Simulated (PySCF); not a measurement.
Species: C2H3N.
Numbering: `[CH3:1][C:2]#[N:3]` (hydrogens: H4, H5, H6 on C1)

Method: PBE0-D3(BJ)/def2-SVP geometry optimisation, gas phase in PySCF; density fitting, grid level 1; the optimiser is geomeTRIC in internal coordinates, started from a GFN2-xTB structure with every atom displaced at random (about 0.01 Å).

Step 0: E = -3605.2291 eV
```
atom  x, y, z in Å  |  force x, y, z in eV/Å
C1     -0.4663   -0.0231    0.0061   -1.214   1.688  -0.230
C2      0.9441   -0.0084   -0.0162   -2.280  -0.052   0.168
N3      2.0720   -0.0115   -0.0358    4.040   0.021  -0.084
H4     -0.8293   -0.6271   -0.8054   -0.463  -0.547  -0.588
H5     -0.8447   -0.3853    0.9480   -0.283  -0.341   0.630
H6     -0.8516    1.0253   -0.1413    0.199  -0.769   0.103
```

**Question.** Estimate the geometry and energy of step 1. (The exact step hangs on the optimiser's Hessian estimate; all steps are aligned on step 0, rigid shifts and turns removed.)

**Answer.** E = -3605.3549 eV, largest force 0.162 eV/Å
```
atom  x, y, z in Å  |  force x, y, z in eV/Å
C1     -0.4829   -0.0029   -0.0034   -0.005  -0.158   0.037
C2      0.9706   -0.0050   -0.0129    0.086  -0.011  -0.031
N3      2.1281   -0.0096   -0.0307   -0.116   0.006   0.019
H4     -0.8694   -0.6396   -0.8163    0.032   0.073   0.075
H5     -0.8596   -0.3899    0.9567    0.033   0.009  -0.061
H6     -0.8627    1.0171   -0.1381   -0.030   0.082  -0.038
```

The energy changes by -0.1257 eV. The first-order estimate −F·Δx gives -0.2698 eV and the mean of the old and new forces, exact on a quadratic surface, -0.1288 eV. The step makes an angle of 53° with the force vector and moves no atom by more than 0.056 Å.

The cost below is that of the whole optimisation. On an Arm Neoverse V1 with one thread (shared host), this took 2.9 s and 0.27 GiB of memory at its peak.
